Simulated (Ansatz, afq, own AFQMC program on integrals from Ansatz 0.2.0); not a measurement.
## SiHS2, doublet in cc-pVDZ, levels against CCSDT(Q)

```xyz
4

Si    0.0000   -0.6711    0.0000
S     0.0000    0.3252   -1.4746
S     0.0000    0.3252    1.4746
H     0.0000   -1.9947    0.0000
```

Connectivity, by distances: S–SiH–S.

Basis cc-pVDZ. Only valence electrons are correlated. Integrals, coupled cluster, full CI and functionals: Ansatz 0.2.0; the random walks run on the same integrals in our own AFQMC program. The CISD trial takes its coefficients from CCSD amplitudes. Released means that phaseless walkers are propagated on without the constraint, phases kept. Uncertainties: one standard error, sampling alone.

Determinant: UHF, the one that the program's search chose, which needn't be the lowest solution. The geometry is a point of a scan.

No full CI on the walks' own integrals is used here; CCSDT(Q) serves as the reference and is uncertain by about the last step of the cluster series.

Cautions: released walk and highest rung disagree (by 15 meV at 1.50 1/Eh).

```
T1 diagnostic                               : 0.0172
weight of the determinant in the CISD state : 0.830
⟨S²⟩ of the determinant                     : 0.779
size of the correlated space                : 17 electrons in 44 orbitals
```

Reference: CCSDT(Q), correlation energy -10.227 eV. The released energy is read at 1.50 1/Eh (meV from the phaseless value at times in 1/Eh: -7 ± 7 at 0.24, -16 ± 5 at 0.51, -34 ± 12 at 0.99, -23 ± 5 at 1.50).

```
         level  E − E(reference) (kcal/mol)  share of correlation (%)
            HF                       235.84                      0.00
           MP2                        31.16                     86.79
          CCSD                         9.90                     95.80
       CCSD(T)                         1.65                     99.30
         CCSDT                         0.80                     99.66
 ph-AFQMC/CISD                  0.87 ± 0.17                     99.63
released AFQMC                  0.34 ± 0.12                     99.86
```

A walk keeps the symmetry of its determinant, which the program's search chose and which needn't be the lowest solution, so a lower state of the same spin and another symmetry isn't excluded. Released energies are given only where the last usable release times agree within the noise; a slower fall can still hide under it.
